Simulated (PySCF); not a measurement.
Ionisation energy of Mg by level of theory

Mg [Ne] 3s2 → Mg⁺ [Ne] 3s1 [3s1/2^1, M_J = 1/2], as a difference of total energies. All numbers are calculated (PySCF 2.14, the two-component X2C-1e Hamiltonian, in x2c-QZVPPall-2c (9s7p5d2f, 69 functions)). Correlated levels: [Ne] frozen; the 2 highest virtual spinors dropped. "Screened" scales the spin-orbit matrix elements by Boettger's factors to mimic the two-electron term; Breit and QED terms are absent.

| method | ionisation energy (eV) |
| --- | --- |
| GHF (screened spin-orbit) | 6.615 |
| GMP2 (screened spin-orbit) | 7.259 |

Task: How much does correlation contribute at GMP2 (screened spin-orbit)?

Result: 7.259 − (6.615) = 0.644 eV, measured against GHF (screened spin-orbit).

Errors of the correlated levels include the incompleteness of this basis and the frozen core.

MP2 underrates the near-degeneracy of ns² with np² in the lower species.

For comparison: 7.646 eV (measured; NIST Atomic Spectra Database, ionization energies).
